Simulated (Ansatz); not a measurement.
A made-up structure of CH₅Al₂, doublet:

Al1  (-1.439, 0.911, -0.690)
C2  (0.182, 1.046, 0.358)
Al3  (0.354, -0.933, 0.004)
H4  (-1.298, -0.763, -0.992)
H5  (0.027, 1.341, 1.399)
H6  (0.402, -1.889, 1.185)
H7  (1.340, -1.373, -1.164)
H8  (-0.119, -1.915, 1.163)
(Å)

It is relaxed with PBE-D4/def2-SVP and then PBE0-D4/def2-TZVP (Ansatz 0.2.0). Atoms count as bonded within 1.22 times the sum of their covalent radii (H–H: 0.88 Å). The end point is not checked to be a true minimum.

Does its bonding change? (A judgement: the text doesn't fix the answer.)

The calculation gives: Yes. Formed: Al3–H4; broken: Al3–H6, Al3–H8.

Where it ends: The first stage lowers the energy by 4.62 eV in 23 steps. It ends as a complex of CH₃Al₂ ([H]1[Al]2[CH][AlH]12) + H₂:
Al1  (-1.766, 0.820, -0.320)
C2  (-0.087, 1.185, 0.383)
Al3  (0.511, -0.276, -0.569)
H4  (-1.062, -0.611, -1.209)
H5  (0.311, 1.939, 1.049)
H6  (0.082, -3.005, 1.336)
H7  (1.659, -1.245, -1.046)
H8  (-0.198, -2.382, 1.640)
(Å)

Labels in which every atom is bracketed show which atoms are joined, not bond orders.

For scale, one of the runs: PBE0-D4/def2-TZVP relaxation, 135 basis functions, launched by `ansatz run in.yaml --threads 2 --pin off --events-out ev --progress --plain --max-ram 4352MiB`. Hardware: 2 CPU threads of an Arm Neoverse V2, shared host. Wall time about 34 s.
